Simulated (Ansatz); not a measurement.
Results of HSE06-D3(BJ) (Ansatz, a quantum-chemistry and plane-wave program, PAW) for 1T (CdI2-type) HfS2.

Settings: plane-wave cutoff 520 eV, 12×12×4 k mesh (along the axes of the cell as run), Fermi–Dirac smearing 0.01 eV, scalar-relativistic PAW data made under PBE.

Starting structure:

```yaml
crystal:
  lattice:
    - [3.63000, 0.00000, 0.00000]
    - [-1.81500, 3.14367, 0.00000]
    - [0.00000, 0.00000, 5.85000]
  atoms:
    - { symbol: Hf, position: [0.00000, 0.00000, 0.00000] }
    - { symbol: S, position: [0.33333, 0.66667, 0.25000] }
    - { symbol: S, position: [0.66667, 0.33333, 0.75000] }
```

Into what structure does the relaxation of cell and atoms lead at this level, with the symmetry of the start kept?

The volume decreases by 4.6 %; final space group P-3m1.
```yaml
crystal:
  lattice:
    - [3.59761, 0.00000, 0.00000]
    - [-1.79880, 3.11562, 0.00000]
    - [0.00000, 0.00000, 5.68310]
  atoms:
    - { symbol: Hf, position: [0.00000, 0.00000, 0.00000] }
    - { symbol: S, position: [0.33333, 0.66667, 0.25388] }
    - { symbol: S, position: [0.66667, 0.33333, 0.74612] }
```
